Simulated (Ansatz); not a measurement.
System: zinc-blende BeTe. Method: r²SCAN-D4 (plane waves, PAW; Ansatz, an electronic-structure program).

Settings: plane-wave cutoff 560 eV, 10×10×10 k mesh, Fermi–Dirac smearing 0.01 eV, scalar-relativistic PAW data made under PBE.

The cell is scaled about its equilibrium volume:

| V (Å³/atom) | P (GPa) | direct gap at Γ (eV) | smallest gap on the k mesh (eV) |
|---|---|---|---|
| 21.014 | 4.25 | 3.959 | 2.187 |
| 21.461 | 2.69 | 3.984 | 2.243 |
| 21.908 | 1.28 | 4.007 | 2.296 |
| 22.356 | 0.00 | 4.028 | 2.346 |
| 22.803 | -1.16 | 4.047 | 2.393 |
| 23.250 | -2.21 | 4.065 | 2.438 |
| 23.697 | -3.16 | 4.040 | 2.481 |

The fundamental gap (2.35 eV at the equilibrium volume, with added k points) lies elsewhere than Γ–Γ.

Spin–orbit coupling is not included; with these elements it can move the gap by several tenths of an eV or more.
